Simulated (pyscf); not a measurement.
Structures and frequencies: ωB97X-D3(BJ)/def2-SVP in PySCF.

Q: Estimate the classical barrier height and the reaction energy of `[OH][SiH2][O][SiH2][OH]` -> `[OH][SiH]1[O][SiH2][O]1` + `[H][H]` at r²SCAN/def2-TZVP. The step runs on the singlet surface, breaks H–O, H–Si and forms O–Si, H–H; take the reactant's lowest minimum found as zero.

A: ΔE‡ = 209.8 kJ/mol, ΔE = +15.7 kJ/mol. ωB97M-D3(BJ)/def2-TZVP gives 226.4 kJ/mol and +22.9 kJ/mol. Zero-point energy shifts the barrier by -13.9 kJ/mol. It is a concerted two-bond exchange, with an imaginary mode of 1363i cm⁻¹. On the product side the descent ends in an adduct with a Si–Si contact, 1.6 kJ/mol over the separated species and 205.6 kJ/mol under the saddle at ωB97X-D3(BJ)/def2-TZVP. cyclic H₄O₃Si₂ (SMILES O[SiH]1O[SiH2]O1) is closed by a dative Si–Si contact. This is the saddle that the search found; another between the same sides may lie lower.
